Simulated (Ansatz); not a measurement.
Program: Ansatz 0.2.0.

A structure relaxed at PBE0-D4/def2-TZVP, charge 0, multiplicity 1:

| atom | x (Å) | y (Å) | z (Å) |
| --- | --- | --- | --- |
| C1 | -0.469 | 1.582 | -1.063 |
| C2 | -0.161 | 0.741 | 0.161 |
| C3 | 0.085 | -0.720 | -0.146 |
| Cl4 | -1.416 | -1.493 | -0.772 |
| C5 | 0.507 | -1.545 | 1.052 |
| Cl6 | 2.122 | -1.050 | 1.625 |
| H7 | -0.609 | 2.628 | -0.786 |
| H8 | -1.378 | 1.240 | -1.560 |
| H9 | 0.349 | 1.535 | -1.786 |
| H10 | 0.741 | 1.116 | 0.654 |
| H11 | -0.974 | 0.810 | 0.891 |
| H12 | 0.821 | -0.830 | -0.944 |
| H13 | 0.571 | -2.599 | 0.793 |
| H14 | -0.190 | -1.416 | 1.880 |

Problem. Give its formula and SMILES.

Solution. C4H8Cl2, `CCC(Cl)CCl`.

Problem. Point group (tolerance 0.08 Å, 0.16 Å for H)?

Solution. C1.

Problem. Summarise the bond lengths by kind.

Solution. 3 × C–C 1.513 to 1.517 Å; 8 × C–H 1.088 to 1.095 Å; 2 × C–Cl 1.784 to 1.800 Å.
